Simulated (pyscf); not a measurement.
Thermochemistry of product channels of `[PH2][GeH3]` + `[SiH4]` on the singlet surface, in kcal/mol, from ωB97M-D3(BJ)/def2-TZVP energies (ideal gas, 1 atm, RRHO with modes under 100 cm⁻¹ raised to 100, one conformer, R ln 2 for chiral ones without a mode under 150 cm⁻¹). Structures and frequencies: ωB97X-D3(BJ)/def2-SVP in PySCF.

```tsv
products	ΔE	ΔH(298 K)	ΔG(298 K)	ΔG(600 K)
`[SiH3][PH][GeH3]` + `[H][H]`	-0.2	-1.4	-0.1	+0.6
`[SiH3][GeH2][PH2]` + `[H][H]`	+1.4	+0.2	+1.1	+1.3
```

These are energies of the channels, which say nothing of barriers. Elements up to Kr have no core potential and no relativistic terms here.
